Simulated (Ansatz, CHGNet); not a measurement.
For hcp Os, the machine-learned potential CHGNet 0.3.0 (trained on PBE and PBE+U data) gives:

| Item | Result |
|---|---|
| lattice parameter a | 2.772 Å |
| lattice parameter c | 4.314 Å |
| elastic constant C11 | 444 GPa |
| elastic constant C44 | 45.6 GPa |
| Voigt–Reuss–Hill shear modulus | 51.2 GPa |

### Question
What does r²SCAN in Ansatz (PAW) give for the same quantities?

### Answer

- lattice constant a: 2.738 Å (shrinks by 1.2 %)
- lattice parameter c: 4.317 Å (rises by 0.1 %)
- elastic constant C11: 784 GPa (grows by 77 %)
- elastic constant C44: 276 GPa (increases by 510 %)
- Voigt–Reuss–Hill shear modulus: 281 GPa (increases by 450 %)

For comparison: lattice constant a 2.734 Å (measured, 293 K, no zero-point or thermal correction, sources range from 2.734 to 2.740; as tabulated in Wikipedia's data pages); lattice parameter c 4.320 Å (measured, 293 K, no zero-point or thermal correction; as tabulated in Wikipedia's data pages); elastic constant C11 763 GPa (measured, 0 K, extrapolated to 0 K (read from the set's bulk modulus against, 405 at 300 K); as tabulated in Liu et al. (2023), arXiv:2002.00005); elastic constant C44 269 GPa (measured, 0 K, extrapolated to 0 K (read from the set's bulk modulus against, 405 at 300 K); as tabulated in Liu et al. (2023), arXiv:2002.00005).

Changes are worked out from the printed values.

Unless a cell is named, each level is at its own relaxed cell (CHGNet 0.3.0 14.36, r²SCAN 14.02 Å³/atom).

Levels without +SOC leave out spin–orbit coupling, which shifts energies and cells of such heavy elements.

Ansatz's density-functional and Hartree–Fock values are scalar-relativistic unless marked +SOC, with PAW data made under PBE.

Ansatz is an electronic-structure program.
